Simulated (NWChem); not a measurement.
Molecule: ethylene (C₂H₄); SMILES C=C

All runs: NWChem. Pople sets run with spherical d functions. Each level has its own optimisation; frequencies are unscaled.

```json
[
 {"level": "PBE/STO-3G", "basis functions": "14", "r C–C (Å)": "1.340", "r C–H (Å)": "1.103", "highest harmonic frequency (cm⁻¹)": "3487", "lowest (cm⁻¹)": "859", "zero-point energy (kcal/mol)": "33.8", "relative time": "1"},
 {"level": "PBE/3-21G", "basis functions": "26", "r C–C (Å)": "1.339", "r C–H (Å)": "1.095", "highest harmonic frequency (cm⁻¹)": "3176", "lowest (cm⁻¹)": "846", "zero-point energy (kcal/mol)": "31.5", "relative time": "2"},
 {"level": "PBE/6-31G*", "basis functions": "36", "r C–C (Å)": "1.339", "r C–H (Å)": "1.096", "highest harmonic frequency (cm⁻¹)": "3184", "lowest (cm⁻¹)": "807", "zero-point energy (kcal/mol)": "31.3", "relative time": "3"},
 {"level": "PBE/6-31+G*", "basis functions": "44", "r C–C (Å)": "1.343", "r C–H (Å)": "1.096", "highest harmonic frequency (cm⁻¹)": "3180", "lowest (cm⁻¹)": "809", "zero-point energy (kcal/mol)": "31.2", "relative time": "5"},
 {"level": "PBE/6-311G**", "basis functions": "60", "r C–C (Å)": "1.335", "r C–H (Å)": "1.093", "highest harmonic frequency (cm⁻¹)": "3162", "lowest (cm⁻¹)": "804", "zero-point energy (kcal/mol)": "31.0", "relative time": "6"},
 {"level": "PBE/6-311++G**", "basis functions": "72", "r C–C (Å)": "1.336", "r C–H (Å)": "1.093", "highest harmonic frequency (cm⁻¹)": "3161", "lowest (cm⁻¹)": "805", "zero-point energy (kcal/mol)": "31.0", "relative time": "10"}
]
```

Relative times are rough (shared machine, one core).
